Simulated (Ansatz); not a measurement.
```yaml
crystal:
  periodic: [false, false, false]
  atoms:
    - {symbol: Al, position_ang: [0.581928, 1.139004, 0.201544]}
    - {symbol: Al, position_ang: [-1.228117, 0.417320, 1.583399]}
    - {symbol: Al, position_ang: [-0.103773, -1.342319, 0.177713]}
    - {symbol: H, position_ang: [-1.005141, 0.241332, -0.386570]}
    - {symbol: H, position_ang: [1.312104, 2.306695, -0.942398]}
    - {symbol: H, position_ang: [0.237051, -2.647764, -0.565969]}
basis:
  gaussian: {orbitals: def2-SVP, nuclear_model: gaussian}
magnetization: {spin_polarized: true, initial_magnetization: 0}
hamiltonian: {xc: {name: B97}}
scf: {omitted_lower_state_checks: [starts]}
output: {forces: true}
```

```sh
$ ansatz run in.yaml --threads 4 --pin off --events-out ev --progress --plain --max-ram 3916MiB
```

Output, abridged:

```
Functional definition: B97
629 factors; integrals over basis functions are off by at most 1.4e-3 eV
mean field evaluation 1: about -19826.9385 eV, gradient 1.2e1 eV
mean field evaluation 2: about -19826.4222 eV, gradient 1.3e1 eV
mean field evaluation 4: about -19828.4631 eV, gradient 1.1e0 eV
mean field evaluation 8: about -19828.5217 eV, gradient 4.0e-2 eV
mean field evaluation 16: about -19828.5217 eV, gradient 2.6e-5 eV
mean field -19828.52172506 eV, -728.6847331413 hartree, gradient 2.6e-5 eV, S^2 0.000000; 0 other end points of the search recorded, 0 dependent functions left out
reference -19828.52174974 eV, -728.6847340482 hartree; 21, 21 occupied and 48, 48 virtual orbitals, 629 factors
Total energy: -19828.52174974 eV, -728.6847340482 hartree
Atom 0 at     0.581928     1.139004     0.201544 Å, force     1.110246     1.988440    -1.420843 eV/Å
Atom 1 at    -1.228117     0.417320     1.583399 Å, force    -0.341523    -0.544336     0.143347 eV/Å
Atom 2 at    -0.103773    -1.342319     0.177713 Å, force    -0.346861     0.235663     1.007992 eV/Å
Atom 3 at    -1.005141     0.241332    -0.386570 Å, force    -0.008462     0.094554    -0.054864 eV/Å
Atom 4 at     1.312104     2.306695    -0.942398 Å, force    -0.517912    -1.089548     0.957157 eV/Å
Atom 5 at     0.237051    -2.647764    -0.565969 Å, force     0.104513    -0.684773    -0.632789 eV/Å
Dipole moment:    -0.068630    -0.116022     0.187863 e Å
Checks for a lower state left out: starts
```

Run time 3 s (4 threads of Arm Neoverse V2 on a shared host).
